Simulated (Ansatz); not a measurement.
Geometry optimisation, RKS PBE0/cc-pVDZ in Ansatz 0.2.0.

Input file:

```yaml
crystal:
  periodic: [false, false, false]
  atoms:
    - { symbol: Al, position_ang: [0.0, 0.0, 0.0] }
    - { symbol: C, position_ang: [1.4047, 0.0, 1.654] }
    - { symbol: H, position_ang: [0.4051, -0.3092, 2.0245] }
    - { symbol: H, position_ang: [2.1723, -0.7111, 2.0245] }
    - { symbol: H, position_ang: [1.6368, 1.0203, 2.0245] }
    - { symbol: H, position_ang: [1.7519, 0.0, 0.1685] }
    - { symbol: O, position_ang: [-1.5415, 0.0, -0.89] }
    - { symbol: H, position_ang: [-2.0512, -0.8467, -0.6815] }
basis:
  gaussian: { orbitals: cc-pVDZ }
hamiltonian:
  xc: pbe0
relax:
  f_tol: 0.15
  max_steps: 25
  restrain:
    - { distance: [1, 5], at: 1.11, k: 30.0 }
    - { distance: [0, 1], at: 3.17, k: 30.0 }
    - { distance: [0, 5], at: 2.76, k: 30.0 }
```

Launched with:

```bash
$ ansatz run input.yaml --threads 2 --pin off --max-ram 3072MiB --backend cpu --events-out ev --progress --plain --runs-dir out
```

Question: Where does it end, and by what steps?

Answer: The run converged. The restraints hold the end off the free minimum. After 21 steps the energy has fallen by 4.401 eV (the restraints' own energy left out); Al1 moved furthest, 1.35 Å. Parted: Al1–C2 (2.17 → 3.17 Å). Joined: C2–H6 (1.53 → 1.11 Å).

```csv
step,energy less start (eV),largest force component (eV/Å),accepted
0,0.0000,4.046,yes
1,-0.7880,4.695,yes
2,-0.8806,9.582,yes
3,-2.1092,7.872,yes
4,-3.5167,2.600,yes
5,-3.7337,6.007,yes
6,-4.0483,0.916,yes
7,-4.1602,0.638,yes
8,-4.2570,0.503,yes
9,-4.3135,0.651,yes
10,-4.3348,0.467,yes
11,-4.3539,0.762,yes
12,-4.3599,0.659,yes
13,-4.3220,1.665,no
14,-4.3744,0.349,yes
15,-4.3809,0.281,yes
16,-4.3898,0.292,yes
17,-4.3895,0.471,no
18,-4.3945,0.204,yes
19,-4.3974,0.255,yes
20,-4.3932,0.421,no
21,-4.4009,0.219,yes
```

```xyz
8
Properties=species:S:1:pos:R:3
Al -0.411 1.095 -0.684
C 1.464 -0.092 1.587
H 0.436 -0.444 1.764
H 2.164 -0.695 2.184
H 1.548 0.966 1.873
H 1.713 -0.202 0.515
O -1.417 -0.288 -0.523
H -1.720 -1.186 -0.391
```

The run took 30 s on 2 threads of Arm Neoverse V1 (shared host), peak memory 0.14 GiB.
